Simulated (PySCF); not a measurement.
Energies from PySCF, thermal terms from the rigid-rotor harmonic-oscillator model, ideal gas at 1 bar. The comparison is the NASA 1993 polynomial table, which mixes measured and estimated data. All species are closed-shell singlets. The harmonic model lacks anharmonicity and excited electronic states, which grow with temperature; levels with a mode under 35 cm⁻¹ are left out. The table's entry may be an old estimate for CHClF2 (not checked at source).

Harmonic frequencies at PBE0/def2-TZVP (cm⁻¹): 368, 414, 605, 812, 1138, 1162, 1326, 1374, 3138. Point group Cs; S°(298 K) = 280.9 J/mol/K at this level.

Question: Work out Cp and S° of gaseous CHClF2 at 500, 800, 1200, 1600, 2000 K from these, and set them beside the table.

Answer: 
| T (K) | Cp PBE0/def2-TZVP | Cp table | S° PBE0/def2-TZVP | S° table |
|---|---|---|---|---|
| 500 | 72.7 | 73.0 | 314.0 | 314.1 |
| 800 | 86.9 | 87.2 | 351.6 | 351.9 |
| 1200 | 95.8 | 95.6 | 388.8 | 389.1 |
| 1600 | 100.2 | 100.2 | 417.0 | 417.3 |
| 2000 | 102.7 | 103.0 | 439.6 | 440.0 |
Units J/mol/K.
